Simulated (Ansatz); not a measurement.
Ansatz (a program for electronic structure) input (HF/3-21G): The .json file is the Basis Set Exchange's 3-21G.

Ansatz 0.2 input:
```yaml
crystal:
  periodic: [false, false, false]
  atoms:
    - {symbol: O, position_ang: [0.05925663, -0.66476962, 0.07302688]}
    - {symbol: C, position_ang: [-0.05312758, 0.71423457, -0.07807697]}
    - {symbol: C, position_ang: [1.38808183, -1.21092311, 0.04881835]}
    - {symbol: C, position_ang: [-1.46611699, 1.20595724, 0.01703133]}
    - {symbol: H, position_ang: [0.63484937, 1.17642820, -0.76833116]}
    - {symbol: H, position_ang: [1.28075108, -2.28194983, 0.11723725]}
    - {symbol: H, position_ang: [1.89739956, -0.95790833, -0.87531517]}
    - {symbol: H, position_ang: [1.97513527, -0.84982445, 0.88412907]}
    - {symbol: H, position_ang: [-2.05842710, 0.86841403, -0.83087213]}
    - {symbol: H, position_ang: [-1.92633830, 0.81897747, 0.91774070]}
    - {symbol: H, position_ang: [-1.49044662, 2.28840761, 0.04456023]}
basis:
  gaussian:
    orbitals: 3-21G.json
hamiltonian:
  xc: {name: HF}
magnetization: {spin_polarized: true, initial_magnetization: 1}
phonons: {temperatures: {t_min: 298.15, t_max: 298.15, t_step: 100}}
```

Q: Which harmonic wavenumbers does it give?

A: 103, 158, 203, 282, 476, 699, 913, 1096, 1159, 1220, 1257, 1267, 1345, 1494, 1572, 1633, 1647, 1665, 1675, 1690, 3169, 3187, 3238, 3240, 3260, 3280, 3301 cm⁻¹ (unscaled; negative means imaginary).
